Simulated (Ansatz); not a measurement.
α-quartz (SiO2), treated with G0W0@PBE (hard PAW, contour deformation; Ansatz, a quantum-chemistry and plane-wave program).

The cell has the measured lattice parameters. Conventional cell: a = 4.9160 Å, b = 4.9160 Å, c = 5.4060 Å, α = 90.00°, β = 90.00°, γ = 120.00°.

The quasiparticle gap at Γ at a fixed k mesh 3×3×2:

| response cutoff | value (eV) |
|---|---|
| 150 eV, 867 empty bands | 9.437 |
| 200 eV, 1335 empty bands | 9.539 |
| 250 eV, 1866 empty bands | 9.599 |
| 300 eV, 2453 empty bands | 9.634 |

### Question
Taking the value to converge with the response cutoff E as E^(−3/2), extrapolate from the last two rows.

### Answer
With y = y∞ + c/w and weights w = 3953 and 5196 for the last two rows, y∞ = (w2 y2 − w1 y1)/(w2 − w1) = (5196 × 9.634 − 3953 × 9.599)/1243 = 9.745 eV, which lies 0.111 beyond the last row. Successive pairs of rows give 9.728, 9.750, 9.745. The limit also hangs on the law assumed, so its last digits aren't firm.

The other settings are not extrapolated, so this is the limit in one setting alone.

The smallest gap on this mesh is 9.28 eV, away from Γ.
